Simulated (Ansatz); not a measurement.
H₃Si, SMILES [SiH3], multiplicity 2.

Geometry: B3LYP-D3(BJ)/def2-TZVPD. The isomer is the one that the SMILES or the coordinates give; other isomers of the formula were not compared.

Two levels are set side by side: PBE/def2-TZVPD (Ansatz, a program for electronic structure) and PBE0/def2-TZVPD (Ansatz). Energy differences of separate SCF runs at the same geometry; the states with an electron removed or added have multiplicity 1 and 1. Differences are taken from unrounded values.

```json
[
 {"quantity": "vertical ionisation energy (eV)", "PBE": "8.91"},
 {"quantity": "vertical electron affinity (eV)", "PBE": "0.74"}
]
```

Problem. These are the PBE values. What does PBE0 give? (Estimate from the structure and the level; the computed values follow.)

Solution. 
| quantity | PBE0 | PBE minus PBE0 |
|---|---|---|
| vertical ionisation energy (eV) | 8.96 | -0.05 |
| vertical electron affinity (eV) | 0.68 | 0.06 |
